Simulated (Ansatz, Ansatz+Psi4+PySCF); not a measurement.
| atom | x (Å) | y (Å) | z (Å) |
| --- | --- | --- | --- |
| C | -0.6348 | 0.0000 | 0.0000 |
| H | -0.9935 | 0.9361 | -0.4358 |
| H | -0.9935 | -0.0906 | 1.0285 |
| H | -0.9935 | -0.8454 | -0.5927 |
| F | 0.7543 | 0.0000 | 0.0000 |

Basis set: cc-pVTZ (spherical functions). Correlated methods keep 2 orbitals frozen. Charge 0, multiplicity 1.

Computed with Ansatz (development build ahead of 0.2.0); each method stands on the lowest determinant of its kind that the runs found. Restricted open shells among the atoms or ions are ROHF, correlated in semicanonical orbitals with singles.

Question: Give the atomization energy at this shape (free ground-state atoms in the same class of orbitals less the molecule, no zero-point energy) of singlet CH3F by RHF-MP2, RHF.

Answer:

```json
{"method": "RHF-MP2", "atomization energy": "1745.9 kJ/mol"}
{"method": "RHF", "atomization energy": "1330.9 kJ/mol"}
```
